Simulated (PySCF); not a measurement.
# BClH3P: the cost of one run

Programs: PySCF 2.14.0, with density-fitted response routines of our own. Each step states its level of theory. These are calculated values for one molecule in the gas phase, unless marked as measured. Atoms are numbered from 0 throughout.

### Step 1. Starting geometry

6 atoms, charge 0, multiplicity 1; geometry from: GFN2-xTB. The atoms were then displaced at random by about 0.01 Å, so the start is not that level's minimum.

Bonds of the start (Å): P0–B1 1.86, B1–Cl2 1.68, P0–H3 1.35, P0–H4 1.40, B1–H5 1.18.

### Step 2. Relaxing the molecule at PBE0-D3(BJ)/def2-SVP

What the job is given:

```
{"job": {"xc": "PBE0", "basis": "def2-SVP", "d3": "d3bj", "grid": 1, "shake": 0.01, "kind": "geom"}, "charge": 0, "multiplicity": 1}
P     -0.966000    -0.187200    -0.554130
B      0.777400     0.254260    -0.069180
Cl     1.900060    -0.979390     0.152880
H     -1.181030    -1.244990     0.258380
H     -1.655570     0.750190     0.216720
H      1.149310     1.377120    -0.049340
```

Launch:

```console
$ OMP_NUM_THREADS=1 python probes_run.py task.json out
```

This one command runs all jobs of the session in turn.

**Question.** How long does this first job take on 1 thread of Arm Neoverse V1, shared host, and how much memory does it need?

About 7.1 s, with a peak of 0.29 GiB.
